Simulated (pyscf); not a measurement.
Optimised with ωB97X-D3(BJ)/def2-SVP in PySCF.

SMILES: C[CH2][GeH3]
```xyz
11

C     -1.4894     0.0493    -0.4426
C     -0.5706     0.0162    -1.6670
Ge     1.2975     0.3952    -1.2237
H     -2.5357    -0.1675    -0.7135
H     -1.1826    -0.6943     0.3112
H     -1.4728     1.0372     0.0465
H     -0.8981     0.7519    -2.4203
H     -0.6108    -0.9703    -2.1581
H      2.1832     0.3539    -2.4819
H      1.8188    -0.6460    -0.2150
H      1.4115     1.7909    -0.5817
```
Charge 0, spin multiplicity 1.

Question: What are the homolytic bond dissociation enthalpies (298 K) of H₃C–CH₂–GeH₃ (SMILES C[CH2][GeH3]) at ωB97M-D3(BJ)/def2-TZVP, weakest first?

Answer: C–Ge to •H₂C–CH₃ + GeH₃•: 308.7 kJ/mol; Ge–H to H₃C–CH₂–GeH₂• + H•: 353.5 kJ/mol; C–C to CH₃• + •H₂C–GeH₃: 369.1 kJ/mol; C–H to •H₂C–CH₂–GeH₃ + H•: 409.2 kJ/mol; C–H to H₃C–CH•–GeH₃ + H•: 410.1 kJ/mol. Ring and multiple bonds, and those that leave no two simple radicals, are not listed. H₃C–CH₂–GeH₃ lies 37.9 kJ/mol over its isomer H₃C–GeH₂–CH₃, and others may lie lower still (electronic energy, ωB97M-D3(BJ)). •H₂C–GeH₃ lies 86.0 kJ/mol over its isomer H₃C–GeH₂•, and others may lie lower still (electronic energy, ωB97M-D3(BJ)). Other isomers of •H₂C–CH₃ were not searched in full and may lie lower. Elements up to Kr have no core potential and no relativistic terms here.
